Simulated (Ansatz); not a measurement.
[Al(OMe)H3]- (CH6AlO⁻), relaxed as a singlet with RKS r2SCAN-D4/def2-TZVPD in Ansatz, starting from the GFN2-xTB geometry. Force threshold 0.02 eV/Å.

Start:

```xyz
9

Al    0.716    1.332   -0.141
O    -0.082   -0.156    0.013
C    -0.727   -1.355    0.142
H    -1.696   -1.238    0.653
H    -0.128   -2.071    0.729
H    -0.924   -1.815   -0.840
H     0.862    1.656   -1.721
H     2.167    1.191    0.564
H    -0.188    2.456    0.600
```

```
step  energy (eV)  largest force component (eV/Å)  SCF passes
   1   -9779.3508                           1.229          15
   2   -9779.3930                           0.624          21
   3   -9779.3997                           0.352          20
   4   -9779.4032                           0.712          19
   5   -9779.4347                           0.972          26
   6   -9779.5256                           0.559          26
   7   -9779.5894                           0.525          25
   8   -9779.6307                           0.130          20
   9   -9779.6325                           0.140          19
  10   -9779.6347                           0.011          19
```

Force components are those of the run's own axes.

End:

```xyz
9

Al    0.644    1.190   -0.232
O    -0.119   -0.321   -0.796
C    -0.655   -1.228    0.102
H    -1.413   -0.776    0.771
H     0.110   -1.685    0.762
H    -1.153   -2.057   -0.430
H     1.127    2.014   -1.558
H     1.921    0.818    0.741
H    -0.461    2.044    0.640
```

By distances, no bond broke or formed. The bond that changes most is Al1–O2, from 1.70 to 1.78 Å (atoms count from 1).

No frequencies were taken in this run, so the end may be a saddle point.

Hardware: 4 threads of Arm Neoverse V1 on a shared host. Wall time 19 s.
